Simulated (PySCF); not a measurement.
# Carbon: a sound run and one with changed settings

Sound run: C [He] 2s2 2p2, C⁺ [He] 2s2 2p1. Calculation: PySCF 2.14, in cc-pVDZ-DK (3s2p1d, 14 functions); scalar relativity by spin-free X2C-1e. In the sound run the correlated levels freeze 1s2. The sound run starts from symmetry-adapted Hartree-Fock orbitals and uses a fine grid where one is needed.

A second run was set up differently.

```
species   method  sound run (hartree)  changed run (hartree)  converged
      C      UHF            -37.70147              -37.70147        yes
      C      LDA            -37.47251              -37.47251        yes
      C     PBE0            -37.81429              -37.81429        yes
      C      MP2            -37.75325              -37.74935        yes
      C  CCSD(T)            -37.77531              -37.77531        yes
     C⁺      UHF            -37.30463              -37.30463        yes
     C⁺      LDA            -37.04481              -37.04481        yes
     C⁺     PBE0            -37.39166              -37.39166        yes
     C⁺      MP2            -37.34592              -37.34247        yes
     C⁺  CCSD(T)            -37.37197              -37.37197        yes
```

Ionisation energy of C:

| method | sound run (eV) | changed run (eV) |
| --- | --- | --- |
| UHF | 10.799 | 10.799 |
| LDA | 11.638 | 11.638 |
| PBE0 | 11.501 | 11.501 |
| MP2 | 11.084 | 11.072 |
| SCS-MP2 | 10.977 | 10.974 |
| CCSD | 10.968 | 10.968 |
| CCSD(T) | 10.975 | 10.975 |

(1) What was changed?
A. level shift left on
B. angular grid far too coarse
C. radial grid too coarse
D. a valence shell is frozen

Results:

(1) A. It used initial guess atom, at most 50 SCF cycles, level shift 0.1 hartree. A level shift leaves the converged SCF energy unchanged but raises the virtual orbital energies, which shrinks MP2 if it is not removed.
